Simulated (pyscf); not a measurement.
Single points on ωB97X-D3(BJ)/def2-SVP structures (PySCF, gas phase).

Task: For the elementary gas-phase step F–GeH₂• + H₂ → F–GeH₃ + H• (doublet surface; H–H broken, Ge–H formed), what barrier and reaction energy does M06-2X/def2-TZVP give, measured from the separated reactants?

Result: ΔE‡ = 25.6 kcal/mol, ΔE = +21.5 kcal/mol. ωB97M-D3(BJ)/def2-TZVP gives 23.0 kcal/mol and +19.5 kcal/mol. Zero-point energy shifts the barrier by -0.7 kcal/mol. It is a hydrogen abstraction, with an imaginary mode of 812i cm⁻¹. One saddle was located; it need not be the lowest between these sides. The angle at the transferred H is 178°. Elements up to Kr have no core potential and no relativistic terms here.
